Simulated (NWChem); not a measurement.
System: silicon monoxide (SiO, singlet); SMILES O=[Si]

Here is an NWChem input.

```
start job
memory heap 200 mb stack 900 mb global 1100 mb
geometry units angstroms noautoz
  Si     0.000000     0.000000     0.548651
  O      0.000000     0.000000    -0.960088
end
basis spherical
  * library def2-svp
end
dft
  xc xtpss03 ctpss03
  iterations 150
  mulliken
end
task dft energy
```

Low-valent species are run as closed-shell singlets; no triplet was tried in these runs. Coordinates come from a PBE0-D3(BJ)/def2-TZVP optimisation.

Question: Predict the main results of this run. (TPSS/def2-SVP.) Quantities: basis functions; energy (Ha); highest occupied level (eV); orbital gap (eV); dipole (D).

Answer: The number of basis functions comes out as 32, the energy (Ha) comes out as -364.59 and the highest occupied level (eV) is -7.42. The orbital gap (eV) comes out as 4.94 and the dipole (D) is 2.34.
